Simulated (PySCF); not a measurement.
Trends in electronic spectra. Method: TDDFT CAM-B3LYP/def2-SVPD, vertical, gas phase, core orbitals frozen in the response (PySCF). Geometries: GFN2-xTB; one conformer of each isolated species. Triplets are in the Tamm–Dancoff approximation. 'Strongest' means the level of largest summed f among the lowest 8 singlets; it needn't be the same kind of state in each.

Task: Rank by computed lowest singlet excitation energy, highest first.
A. `c1c2[nH]ccc2[nH]c1` (C6H6N2)
B. `OC#N` (CHNO)
C. `N=C=O` (CHNO)
D. `s1cccc1` (C4H4S)
E. `C=C` (C2H4)

Result: E (7.72 eV), B (6.99 eV), C (6.78 eV), D (5.91 eV), A (5.31 eV).

```csv
SMILES,S1 (eV),α (au),f (S1),T1 (eV),strongest (eV),LUMO (eV),S1 mainly
C=C,7.72,26.3,0.072,4.54,7.91,1.30,H→L+1 (98%)
N#CO,6.99,21.1,0.002,6.68,10.16,-0.01,H→L (96%)
N=C=O,6.78,21.9,0.003,6.40,10.00,0.95,H→L+1 (55%)
c1ccsc1,5.91,61.0,0.080,3.85,5.99,0.65,H→L (95%)
c1cc2[nH]ccc2[nH]1,5.31,80.7,0.009,3.70,5.59,1.62,H→L (95%)
```

H and L stand for HOMO and LUMO.

Mean S1 by what the SMILES shows (count): a double or triple bond but no aromatic ring 7.16 eV (3); an aromatic ring 5.61 eV (2).
